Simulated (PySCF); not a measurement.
# Dipole moment and polarisability of HCCl

Compound: HCCl (singlet state).
Structure used (GFN2-xTB), in Å, numbered top down from 1:
```xyz
3
CHCl angstrom
C     -0.2551    0.4896   -0.0028
Cl     1.2548   -0.1477   -0.0110
H     -0.9882   -0.3445    0.0013
```

Level: PBE0/def2-SVPD (PySCF), static field, nuclei fixed, core orbitals frozen in the response. The polarisability tensor in these axes (au):

```
x   35.23 -3.84 -0.07
y   -3.84 25.47  0.02
z   -0.07  0.02 22.22
```

Give the principal values, the mean and the anisotropy Δα = √{½[(α1 − α2)² + (α2 − α3)² + (α1 − α3)²]}.

Principal values 22.22, 24.14 and 36.56 au; mean 27.64 au = 4.10 Å³ = 4.56 × 10⁻⁴⁰ C²·m²/J; Δα = 13.48 au (49 % of the mean).

What is the dipole moment, and where does it point?

(0.21, -1.68, 0.00) D, 1.69 D in size, pointing from the negative to the positive side. Measured along this direction, the outermost atoms are C1 at the negative end and Cl2 and H3 at the positive end.

What depolarisation ratio follows for Rayleigh scattering of linearly polarised light, taking the static tensor?

ρ = 3Δα²/(45ᾱ² + 4Δα²) = 545.3/(34381 + 727.0) = 0.0155.

Traceless (Buckingham) quadrupole moment about the centre of nuclear charge: eigenvalues?

-5.21, 1.73, 3.48 D·Å. The values depend on the origin, since the dipole doesn't vanish. The electronic extent ⟨r²⟩ about the same centre is 98 bohr², a root-mean-square distance of 1.07 Å for the 24 electrons.

Refractivity n − 1 of an ideal gas of it at 400 K and 1 atm, from the electronic α?

N = p/kT = 1.8347 × 10¹⁹ cm⁻³, so n − 1 = 2π × N × 4.10 × 10⁻²⁴ cm³ = 472 × 10⁻⁶ at long wavelengths, for an ideal gas.

What molar refraction does this α imply?

Lorentz–Lorenz: R = (4π/3)N_A α = 2.5225 cm³/(mol·Å³) × 4.10 Å³ = 10.3 cm³/mol, in the limit of long wavelengths.

Find the Langevin capture rate constant for O2+ (31.990 u) meeting this molecule (47.977 u), k = 2.342 × 10⁻⁹ cm³/s × √(α in Å³ / reduced mass in u).

The reduced mass is 19.19 u, so k = 1.08 × 10⁻⁹ cm³/s. The formula leaves out the permanent dipole, which adds to the capture rate.

Geometry: GFN2-xTB; no solvent, vibrations or thermal averaging.

The run behind these numbers computed excited states as well. On an x86-64 server with one thread (shared host), this took 1.9 s wall.
